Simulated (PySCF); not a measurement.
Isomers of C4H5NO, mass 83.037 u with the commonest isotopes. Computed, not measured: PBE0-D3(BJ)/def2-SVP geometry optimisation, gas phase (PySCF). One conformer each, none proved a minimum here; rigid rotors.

Problem. Order these by rotational constant C, largest first.
A. `[CH2:1]=[CH:2]/[CH:3]=[N:4]\[CH:5]=[O:6]` with C1–C2–C3–N4 -178°, C3–N4–C5–O6 -72°
B. `[O:1]=[C:2]=[N:3][CH:4]1[CH2:5][CH2:6]1` with C2–N3–C4–C5 -34° (cyclopropyl isocyanate)
C. `[O:1]=[CH:2][NH:3][C:4]1=[CH:5][CH2:6]1` with O1–C2–N3–C4 0°, C2–N3–C4–C5 180°

Solution. C (2070 MHz), B (1982 MHz), A (1798 MHz).

Problem. Order these by out-of-plane moment Σ m c² = (Ia + Ib − Ic)/2, largest first.
A. `[O:1]=[CH:2][NH:3][C:4]1=[CH:5][CH2:6]1` with O1–C2–N3–C4 0°, C2–N3–C4–C5 180°
B. `[CH2:1]=[CH:2]/[CH:3]=[N:4]\[CH:5]=[O:6]` with C1–C2–C3–N4 -178°, C3–N4–C5–O6 -72°
C. `[O:1]=[C:2]=[N:3][CH:4]1[CH2:5][CH2:6]1` with C2–N3–C4–C5 -34° (cyclopropyl isocyanate)

Solution. C (20.01 u·Å²), B (6.19 u·Å²), A (1.70 u·Å²).

Problem. Order these by rotational constant A, smallest first.
A. `[CH2:1]=[CH:2]/[CH:3]=[N:4]\[CH:5]=[O:6]` with C1–C2–C3–N4 -178°, C3–N4–C5–O6 -72°
B. `[O:1]=[C:2]=[N:3][CH:4]1[CH2:5][CH2:6]1` with C2–N3–C4–C5 -34° (cyclopropyl isocyanate)
C. `[O:1]=[CH:2][NH:3][C:4]1=[CH:5][CH2:6]1` with O1–C2–N3–C4 0°, C2–N3–C4–C5 180°

Solution. C (9395 MHz), A (9783 MHz), B (11423 MHz).

```
     SMILES  point group  Ia (u·Å²)  Ib (u·Å²)  Ic (u·Å²)      κ  μa (D)  μb (D)  μc (D)
C=C/C=N\C=O           C1      51.66     241.76     281.05  -0.93    3.50    0.62    1.30
 O=CNC1=CC1           Cs      53.79     193.78     244.17  -0.85    0.65    3.64    0.01
 O=C=NC1CC1           Cs      44.24     250.75     254.96  -0.99    3.01    0.12    0.02
```
